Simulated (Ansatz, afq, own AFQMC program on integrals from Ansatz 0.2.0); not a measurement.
BNH, quartet, reference energies and how methods fare

```yaml
atoms:
  - { symbol: B, position_ang: [0.0000, 0.0798, 0.8638] }
  - { symbol: N, position_ang: [0.0000, -0.1176, -0.5879] }
  - { symbol: H, position_ang: [0.0000, 0.7790, -1.0947] }
```

Geometry: a PBE0/def2-TZVP stationary point, not shown to be a minimum. Basis cc-pVDZ. Noble-gas cores (and the filled d shells of Ga–Kr and In–Xe) are frozen. AFQMC by an in-house program on the Cholesky factors that Ansatz 0.2.0 writes for its CCSD(T) run. ph-AFQMC/CISD is guided by a CISD state made of CCSD amplitudes; releasing the constraint for a short imaginary time cuts its bias at the price of noise, slowly where states lie close. ± is one standard error of the sampling.

Best estimates are CCSD(T) at the basis-set limit (def2-TZVPP/QZVPP) plus the step from CCSD(T) to the highest rung at hand in cc-pVDZ, named in the table (released AFQMC can keep some 10 meV of bias). No zero-point, core-correlation or spin–orbit terms. Other levels are in cc-pVDZ, the functionals in def2-TZVP; a dash marks a level that is missing or breaks spin symmetry for a member.

Cautions: BNH (quartet): lower spins were not checked, the ph-AFQMC/HF walk drifts between its halves (3.0 errors); BNH⁺ (quintet): another spin lies lower; BNH⁺ (triplet): lower spins were not checked, its ph-AFQMC/CISD value lies 44 ± 9 meV above CCSDT(Q); row 1: this isn't the first ionization; row 2: this needn't be the first ionization.

```json
{"process": "to charge +1, quintet (vertical)", "r2SCAN (kJ/mol)": "1156"}
{"process": "to charge +1, triplet (vertical)", "r2SCAN (kJ/mol)": "703"}
{"process": "to free atoms", "r2SCAN (kJ/mol)": "583"}
```

**Question.** From these values, estimate the best estimates.

**Answer.** 
| process | best estimate (kJ/mol) | highest rung |
| --- | --- | --- |
| to charge +1, quintet (vertical) | 1169 | CCSDT(Q) |
| to charge +1, triplet (vertical) | 691 | CCSDT(Q) |
| to free atoms | 527 | CCSDT(Q) |

Errors against the best estimates in kJ/mol, in the same order:

```csv
level,"error, 1","error, 2","error, 3"
MP2,-58,-25,-63
CCSD(T),-49,-29,-91
ph-AFQMC/CISD,-47 ± 1,-26 ± 1,-89 ± 0.9
CCSD(T)/CBS,-2,1,-2
PBE,12,2,74
r2SCAN,-13,11,56
PBE0,-9,12,44
B3LYP,12,6,31
wB97M-V,0,-13,11
B2PLYP,-8,-8,9
```

Cost at the first geometry: PBE0/cc-pVDZ, 1.3 s on 1 thread of Arm Neoverse V1, on a shared host; UCCSD(T)/cc-pVDZ, 2.2 s on 1 thread of Arm Neoverse V1 (shared host); CCSDT(Q), 11 s on 1 thread of Arm Neoverse V1, on a shared host; ph-AFQMC/CISD with release, 2.7 min on 1 thread of Arm Neoverse V1, with other jobs on the host.

Best estimates are given only where the step beyond CCSD(T) is under 0.3 eV and no member's determinant is very poor (T1 over 0.05, or 0.07 for open shells, ⟨S²⟩ too high by 0.3, two states mixed), so the hardest cases are missing from such tables.

The functionals ran in a triple-zeta set and keep a basis error of their own, a few kJ/mol for each bond in atomization energies and more for double hybrids, so close places among them and the extrapolated levels can swap.

CCSDT and higher add their correlation energy to the determinant of the CCSD(T) run, since their own runs factorise the integrals more tightly (a shift of under 2 meV). Each member of a difference takes its own highest rung, so a best estimate needn't equal the limit plus the step of one row. A walk keeps the symmetry of its determinant, which the program's search chose and which needn't be the lowest solution, so a lower state of the same spin and another symmetry isn't excluded.
